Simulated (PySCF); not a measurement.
Input of a response calculation (the driver script's job line, then coordinates in Å):

```
{"job": {"kind": "uv", "xc": "CAM-B3LYP", "basis": "def2-SVPD", "nstates": 8, "ntriplets": 3}, "charge": 0, "multiplicity": 1}
C     -0.548257    -0.004433     0.002795
C      0.892016     0.008064    -0.013961
P      2.443388     0.021999    -0.031990
H     -0.933402    -0.542306    -0.865802
H     -0.913206    -0.496836     0.906405
H     -0.937416     1.015502    -0.019022
```

Output:

```
coarse grid: 5656 points
cycle   1  E = -419.0531007246  dE =  1.979e-01  |g| = 1.551e-01  |ddm| = 3.279e+00
cycle   2  E = -419.0607776538  dE = -7.677e-03  |g| = 6.074e-02  |ddm| = 4.451e-01
cycle   3  E = -419.0617852240  dE = -1.008e-03  |g| = 2.085e-02  |ddm| = 1.608e-01
cycle   4  E = -419.0618112873  dE = -2.606e-05  |g| = 2.057e-02  |ddm| = 4.453e-02
cycle   5  E = -419.0619276475  dE = -1.164e-04  |g| = 2.074e-03  |ddm| = 2.255e-02
cycle   6  E = -419.0619290725  dE = -1.425e-06  |g| = 8.949e-04  |ddm| = 4.673e-03
final grid: 50464 points
cycle   7  E = -419.1157308403  dE = -9.001e-06  |g| = 2.875e-03  |ddm| = 2.629e-02
cycle   8  E = -419.1157289062  dE =  1.934e-06  |g| = 3.833e-03  |ddm| = 8.984e-03
cycle   9  E = -419.1157327544  dE = -3.848e-06  |g| = 9.488e-04  |ddm| = 4.416e-03
cycle  10  E = -419.1157329998  dE = -2.454e-07  |g| = 5.027e-05  |ddm| = 1.023e-03
cycle  11  E = -419.1157330005  dE = -7.029e-10  |g| = 1.792e-05  |ddm| = 1.412e-04
converged SCF energy = -419.1157330005

Static polarisability (au): isotropic 48.557, principal 37.499 37.500 70.671

Singlet excitations
state   eV       nm        f      main configurations
  1   4.2722    290.2   0.00000   H->L 0.49, H-1->L+1 0.49
  2   4.6314    267.7   0.00029   H-1->L+1 0.49, H->L 0.49
  3   4.6314    267.7   0.00029   H-1->L 0.49, H->L+1 0.49
  4   6.9243    179.1   0.02388   H->L+2 0.92
  5   6.9245    179.1   0.02389   H-1->L+2 0.92
  6   7.5110    165.1   0.02814   H-2->L 0.93
  7   7.5113    165.1   0.02813   H-2->L+1 0.93
  8   7.6241    162.6   0.89635   H->L+1 0.45, H-1->L 0.45

Triplet excitations (Tamm-Dancoff, eV): 3.2867 3.7127 3.7127
```

Method used: PySCF, TDDFT CAM-B3LYP/def2-SVPD, vertical, gas phase, core orbitals frozen in the response. Isolated species at its GFN2-xTB geometry, gas phase.

Task: What transition dipole goes with state 8?

Result: |μ|² = 3f / (2ΔE) = 3 × 0.8963 / (2 × 0.2802) ≈ 4.799 au, so |μ| = 5.57 D.

Task: Give the mean polarisability in Å³.

Result: 48.56 au × 0.148185 = 7.20 Å³.

Task: What is the polarisability anisotropy, √(½[(α1 − α2)² + (α2 − α3)² + (α3 − α1)²])?

Result: 33.17 au.

Task: What share of the summed oscillator strength falls to the strongest level in this window?

Result: State 8 at 163 nm: 0.8963 of 1.0010, or 90%.

Task: Give the energy of state 7 in hartree, cm⁻¹ and kJ/mol.

Result: 0.27604 hartree, 60583 cm⁻¹, 724.7 kJ/mol.

Task: Which species is it?

Result: 1-phosphapropyne, `CC#P` (C2H3P), point group C3v.

The SCF starts on a coarse grid; the energy jumps when the final grid takes over, and dE counts afresh there. H and L stand for HOMO and LUMO.
